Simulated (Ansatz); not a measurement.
Tetradymite Bi2Se3

These are BLYP (Ansatz, a program for electronic structure, plane waves, PAW) values and carry that method's errors.

Run with plane-wave cutoff 520 eV, 10×10×10 k mesh, Fermi–Dirac smearing 0.01 eV, scalar-relativistic PAW data made under PBE.

Cell (measured lattice):

```yaml
crystal:
  lattice:
    - [-2.07150, 1.19598, -9.54533]
    - [2.07150, 1.19598, -9.54533]
    - [0.00000, -2.39196, -9.54533]
  atoms:
    - { symbol: Bi, position: [0.40080, 0.40080, 0.40080] }
    - { symbol: Bi, position: [0.59920, 0.59920, 0.59920] }
    - { symbol: Se, position: [0.00000, 0.00000, 0.00000] }
    - { symbol: Se, position: [0.21170, 0.21170, 0.21170] }
    - { symbol: Se, position: [0.78830, 0.78830, 0.78830] }
```

```
Quantity   Result
--------  -------
band gap  0.26 eV
```

Measured, for comparison: band gap 0.3 eV (temperature not stated, no zero-point or thermal correction; as tabulated in Park and Ryu (2016), arXiv:1610.06451).

Note: cell and atoms aren't relaxed at this level (largest force component 0.30 eV/Å, pressure 6.3 GPa).

Spin–orbit coupling is not included; it can close the smallest gap of 0.26 eV.

Static lattice: no zero-point or thermal effects.
